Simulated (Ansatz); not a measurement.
A nudged elastic band was laid between two geometries of C$_{4}$H$_{7}$NS (13 atoms, charge 0, multiplicity 1).

Computed with RKS B3LYP/def2-SVP (Ansatz 0.2.0).

- movable images: 5
- climbing image: yes
- spring: 5.0 eV/Å²
- optimiser: quadratic models (default)
- start path: IDPP
- force threshold: 0.03 eV/Å
- iteration limit: 60
- end points: relaxed

Initial state:

```xyz
13
Properties=species:S:1:pos:R:3
C 0.408 -0.682 -2.417
C 0.228 -0.248 -1.299
C -0.038 0.252 0.066
C 0.731 -0.584 1.100
N -1.455 0.258 0.418
S 0.563 2.024 0.062
H 0.572 -1.061 -3.408
H 0.386 -1.631 1.072
H 0.545 -0.182 2.107
H 1.809 -0.567 0.893
H -1.981 0.791 -0.276
H -1.817 -0.698 0.401
H 0.069 2.294 1.294
```

Final state:

```xyz
13
Properties=species:S:1:pos:R:3
C 0.568 -0.557 -2.493
C 0.261 -0.244 -1.365
C -0.106 0.147 0.005
C 0.657 -0.692 1.041
N -1.525 -0.025 0.195
S 0.486 1.971 0.117
H 0.840 -0.838 -3.493
H 0.371 -1.749 0.934
H 0.397 -0.362 2.060
H 1.741 -0.589 0.908
H -2.054 0.545 -0.463
H -1.798 0.253 1.137
H 0.184 2.106 1.431
```

Task: Which bonds break or form, and what moves?

Result: No bond is made or broken. The height of N5 over the plane of its neighbours goes from 0.39 to -0.37 Å.

Task: What energy profile does the band end with?

Result: The forces met the threshold. The highest image is number 3 of 0 to 6, 18.2 kJ/mol above the first end and 17.1 kJ/mol above the last; the last end lies 1.1 kJ/mol above the first. A vibrational analysis at the climbing image gives one clearly imaginary mode, 580i cm⁻¹: a first-order saddle point.

| image | path coordinate (Å) | energy (kJ/mol) | height of N5 over the plane of its neighbours (Å) |
| --- | --- | --- | --- |
| 0 | 0.00 | 0.0 | 0.39 |
| 1 | 0.35 | 2.0 | 0.37 |
| 2 | 0.69 | 8.2 | 0.30 |
| 3 | 1.04 | 18.2 | 0.03 |
| 4 | 1.30 | 10.0 | -0.21 |
| 5 | 1.56 | 2.6 | -0.34 |
| 6 | 1.82 | 1.1 | -0.37 |

Task: What is the geometry of the highest image?

Result: 
```xyz
13
Properties=species:S:1:pos:R:3:forces:R:3
C 0.570 -0.522 -2.485 0.00 0.00 0.01
C 0.287 -0.194 -1.354 0.00 0.00 -0.01
C -0.071 0.210 0.020 -0.01 0.01 0.00
C 0.651 -0.673 1.049 0.01 0.00 0.00
N -1.470 0.164 0.248 0.01 0.00 0.00
S 0.626 2.001 0.137 0.00 0.00 0.00
H 0.822 -0.812 -3.488 0.00 0.00 0.00
H 0.321 -1.719 0.941 0.00 0.00 0.00
H 0.415 -0.327 2.068 0.00 0.00 0.00
H 1.737 -0.623 0.908 0.00 0.00 0.00
H -2.109 0.566 -0.422 0.00 0.00 0.00
H -1.843 -0.339 1.038 0.00 0.00 0.00
H 0.083 2.233 1.355 0.00 0.00 0.00
```

Task: What are the harmonic wavenumbers there?

Result: 580i, 154, 176, 221, 237, 277, 328, 375, 399, 445, 556, 623, 696, 706, 798, 870, 963, 996, 1101, 1236, 1285, 1386, 1458, 1462, 1582, 2217, 2659, 3032, 3114, 3165, 3470, 3623, 3758 cm⁻¹.

The band took 8 iterations and of the order of 4 core-minutes.

The run took 2 min on 2 threads of Intel(R) Xeon(R) Platinum 8488C (Sapphire Rapids) (shared host), peak memory 0.32 GiB.
